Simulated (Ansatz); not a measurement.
## Si₂As: from a trial structure to a relaxed crystal

Theory: Ansatz, DFT PBE, scalar-relativistic, plane waves, PAW. Cutoff 420 eV, Γ-centred k mesh, Gaussian smearing, no spin polarisation in the final step.

The start puts Si₂As on the sites of a reported B2Ru cell (Pmmn, No. 59), with As in place of Ru, Si in place of B, at a guessed volume.

```xyz
6
Lattice="3.5864 0.0000 0.0000 0.0000 5.8146 0.0000 0.0000 0.0000 5.0635" Properties=species:S:1:pos:R:3 pbc="T T T"
Si    0.0000    4.7040    1.8279
Si    0.0000    1.1106    1.8279
Si    1.7932    1.7967    3.2356
Si    1.7932    4.0179    3.2356
As    0.0000    0.0000    4.2999
As    1.7932    2.9073    0.7636
```

Cell and atoms relax at zero pressure; the relaxation can't lower the symmetry of the start. After a coarse first stage the cell is made exact in the group found at 0.06 Å.

Formation energies are uncorrected and refer to the elements' standard structures at the same level.

What does it relax into?

It keeps Pmmn (No. 59), but not the shape of the type it started on. Conventional cell: a = 3.718 Å, b = 7.034 Å, c = 5.855 Å. Si is coordinated by 3 Si at 2.30–2.35 Å and 1 As at 2.38 Å; As is coordinated by 2 Si at 2.38 Å.

Space group Pmmn:1 (No. 59). a = 3.718 Å, b = 7.034 Å, c = 5.855 Å, α = 90.00°, β = 90.00°, γ = 90.00°
| atom | site | symmetry | x | y | z |
| --- | --- | --- | --- | --- | --- |
| Si | 4e | m.. | 0.0000 | 0.8332 | 0.4413 |
| As | 2a | mm2 | 0.0000 | 0.0000 | 0.0875 |

What are its volume, energy, density and gap?

The volume per atom is 25.5 Å³, the density is 2.8 g/cm³ and the energy over the elements is 0.39 eV/atom. The gap on the 10×6×6 mesh is 0 eV (a metal).

The final run used a 10×6×6 mesh on its 6-atom cell and 0.10 eV smearing. For metals, differences of a few meV/atom aren't resolved. Weakly bound directions are ill-defined at this level, which has no dispersion term. A structure relaxed within its symmetry needn't be a true minimum. The steps took of the order of 15 core-minutes in all.